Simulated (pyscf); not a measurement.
H₃Si–Cl (SMILES [SiH3]Cl) + Cl–Cl (SMILES ClCl) → H₃Si–Cl (SMILES [SiH3]Cl) + Cl–Cl (SMILES ClCl) (four-centre exchange; singlet surface; Cl–Si, Cl–Cl broken, Cl–Si, Cl–Cl formed). Structures and frequencies: ωB97X-D3(BJ)/def2-SVP in PySCF. MP2 and CC: frozen core, UHF for open shells. ΔMP2 is the change of the MP2 total energy from the triple- to the quadruple-zeta basis. Energies in eV from the separated reactants.

```
level                             barrier  reaction energy
--------------------------------  -------  ---------------
ωB97X-D3(BJ)/def2-TZVP               3.49             0.00
B3LYP-D3(BJ)/def2-TZVP               2.95             0.00
ωB97M-D3(BJ)/def2-TZVP               3.48             0.00
MP2/def2-QZVPP                       3.68             0.00
CCSD/def2-TZVPP                       ___             0.00
CCSD(T)/def2-TZVPP                   2.75             0.00
CCSD(T)/def2-TZVPP + ΔMP2(QZVPP)      ___             0.00
```

### Question
What belongs in the gaps?

### Answer

- CCSD/def2-TZVPP, barrier: 3.79
- CCSD(T)/def2-TZVPP + ΔMP2(QZVPP), barrier: 2.71

From the product side, Cl• + Cl• + H₃Si–Cl lies, by one bond made or cut, 0.93 eV under this saddle at ωB97M-D3(BJ)/def2-TZVP. The same reactants have a lower exit, to Cl• + Cl• + H₃Si–Cl (no saddle counted: cutting one bond costs +2.55 eV at ωB97M-D3(BJ)/def2-TZVP, against +3.48 eV here). This is the saddle that the search found; another between the same sides may lie lower. A restricted solution here is unstable towards spin polarisation, so biradical character is likely and single-reference numbers are less safe. The CCSD(T) − MP2 part came from Ansatz, without density fitting, on the same reference. The largest closed-shell T1 diagnostic is 0.126, which may signal static correlation.
